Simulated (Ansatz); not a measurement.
**WC: a prediction, then the measurements**

All numbers below come from Ansatz, DFT r2SCAN, scalar-relativistic, plane waves, PAW.

Cutoff 500 eV; k points 18×18×14 on the computed 2-atom cell (Γ-centred); Gaussian smearing, width 0.10 eV; no spin polarisation.

Relaxed structure, symmetry kept:

```yaml
crystal:
  lattice:
    - [2.91210, 0.00000, 0.00000]
    - [-1.45605, 2.52195, 0.00000]
    - [0.00000, 0.00000, 2.83611]
  atoms:
    - { symbol: W, position: [0.00000, 0.00000, 0.00000] }
    - { symbol: C, position: [0.66667, 0.33333, 0.50000] }
```

```json
{
  "Space group": "P-6m2 (No. 187)",
  "Volume per atom": "10.41 Å³",
  "Formation energy from the elements' standard states (uncorrected)": "-0.176 eV/atom",
  "Generalised Kohn–Sham band gap": "none (metal)",
  "Density of states at the Fermi level": "0.27 states/eV per cell",
  "Löwdin character within 0.5 eV of the Fermi level": "W 5d 73 %, C 2p 21 %",
  "Bulk modulus": "400 GPa",
  "Its pressure derivative": "4.2",
  "Bader charges (e)": "W (1 in the cell) 1.48, C (1 in the cell) -1.48"
}
```

Spin-orbit coupling is left out, which matters for the bands of heavy elements.

**What was measured.**

“Reflectance spectral studies of spark plasma sintered tungsten carbide pellet”, 2024, arxiv:2411.15754 reports, for a ceramic of WC: lattice constant a 2.906 Å; lattice constant c 2.837 Å.

A measured lattice constant a of WC is 2.906 Å (ceramic; the paper above); the calculated 2.912 Å misses it by +0.2 %. A measured lattice constant c of WC is 2.837 Å (ceramic; the paper above); the calculated 2.836 Å misses it by 0.0 %. The calculation is for 0 K without zero-point motion.